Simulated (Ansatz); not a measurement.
bcc Fe, treated with PBE0 (Ansatz, a quantum-chemistry and plane-wave program, PAW).

Numerical settings: plane-wave cutoff 460 eV, 16×16×16 k mesh, Fermi–Dirac smearing 0.05 eV, spin-polarised with parallel moments, scalar-relativistic PAW data made under PBE.

Response to compression and expansion:

```
V (Å³/atom)  P (GPa)  moment (μB per cell of 1 atoms)
-----------  -------  -------------------------------
11.696          9.75                             2.85
12.015          4.08                             2.85
12.312          0.06                             2.87
12.620         -3.89                             2.88
12.928         -7.53                             2.88
```
